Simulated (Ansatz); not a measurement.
Results of r²SCAN (Ansatz, a program for electronic structure, PAW) for α-phase Ga.

Numerical settings: plane-wave cutoff 560 eV, 14×14×12 k mesh (along the axes of the cell as run), Fermi–Dirac smearing 0.05 eV, scalar-relativistic PAW data made under PBE.

Cell (relaxed at this level):

```
CELL_PARAMETERS angstrom
      2.23381    -3.79879     0.00000
      2.23381     3.79879     0.00000
      0.00000     0.00000     4.52408
ATOMIC_POSITIONS crystal
  Ga 0.15586 0.84414 0.91516
  Ga 0.34414 0.65586 0.41516
  Ga 0.65586 0.34414 0.58484
  Ga 0.84414 0.15586 0.08484
```

Question: Predict the bulk modulus B0 and pressure derivative B′ of the bulk modulus.

Answer: 
* **bulk modulus B0**: 63.4 GPa
* **pressure derivative B′ of the bulk modulus**: 5.1

The run finds no gap.

Note: the bulk modulus comes from volumes at which shape and atoms were relaxed.

Cost on a shared machine: very roughly 40 core-minutes.
